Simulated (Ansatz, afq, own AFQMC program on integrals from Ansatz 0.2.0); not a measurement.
# AFQMC, coupled cluster and functionals along a coordinate of AlBH2, singlet

```yaml
atoms:
  - { symbol: B, position_ang: [0.0000, -0.2366, 1.4274] }
  - { symbol: Al, position_ang: [0.0000, 0.1163, -0.5970] }
  - { symbol: H, position_ang: [0.0000, 0.3668, 2.4614] }
  - { symbol: H, position_ang: [0.0000, -0.9435, -1.7892] }
```

The angle Al2–B1–H3 is changed with bond lengths fixed. Energies in kcal/mol count from this geometry (139.847 °) at the same level; the start stands on RHF, each point on the determinant named.

Basis cc-pVDZ. Only valence electrons are correlated. Ansatz 0.2.0 and our own AFQMC program on the same integrals; the CISD trial comes from CCSD amplitudes, and released means the phaseless constraint is let go. ± is one standard error of the sampling.

Cautions, each for one point or more: an unrestricted solution with more broken spin lies lower; higher spins were not checked; restricted determinant unstable towards unrestricted; strong correlation; the ph-AFQMC/CISD walk drifts between its halves; unrestricted determinant spin contaminated; walk and cluster series may follow different spin states.

| angle Al2–B1–H3 / ° | det. | T1 | weight | ⟨S²⟩ | PBE | CCSD | CCSD(T) |
| --- | --- | --- | --- | --- | --- | --- | --- |
| 69.400 | UHF¶ | 0.083 | 0.74 | 0.86 | 36.6§ | 36.7 | 36.9 |
| 87.300 | RHF | 0.029 | 0.82 | pure | 20.6§ | 18.0 | 17.5 |
| 108.700 | RHF | 0.027 | 0.83 | pure | 8.2§ | 5.6 | 5.4 |
| 124.300 | RHF | 0.026 | 0.83 | pure | 2.8§ | 1.2 | 1.1 |
| 137.700 | RHF | 0.026 | 0.83 | pure | 0.3§ | 0.0 | 0.0 |

Problem. Estimate the curve of CCSDT(Q), counted from the same start.

Solution. 
```tsv
angle Al2–B1–H3 / °	det.	T1	weight	⟨S²⟩	CCSDT(Q)	ph-AFQMC/CISD
69.400	UHF¶	0.083	0.74	0.86	34.4	34.5 ± 0.4
87.300	RHF	0.029	0.82	pure	17.4	17.5 ± 0.4
108.700	RHF	0.027	0.83	pure	5.5	5.0 ± 0.4
124.300	RHF	0.026	0.83	pure	1.2	0.8 ± 0.4
137.700	RHF	0.026	0.83	pure	0.0	-1.3 ± 0.4
```

Weight is that of the determinant in the CISD state; at the start T1 is 0.026 and the weight 0.83. ¶ marks points with a poor determinant and no full CI, where no value is sure; they don't count among the departures. § marks a functional whose ⟨S²⟩ is too high by over 0.1 (PBE at the start too). Largest departures from CCSDT(Q), at the points where its series has closed: CCSD(T) 0.0 kcal/mol at 87.300 (on RHF), ph-AFQMC/CISD -1.3 kcal/mol at 137.700 (on RHF), CCSD 0.6 kcal/mol at 87.300 (on RHF). The functionals aren't scored here. In this small basis the wave-function levels are far from their limit, so their gap to the functionals isn't the functionals' error. In total energy ph-AFQMC/CISD lies 48 ± 9 meV above CCSDT(Q) at the start, so its agreement along the curve rests in part on cancellation.

A walk keeps the symmetry of its determinant, which the program's search chose and which needn't be the lowest solution, so a lower state of the same spin and another symmetry isn't excluded.
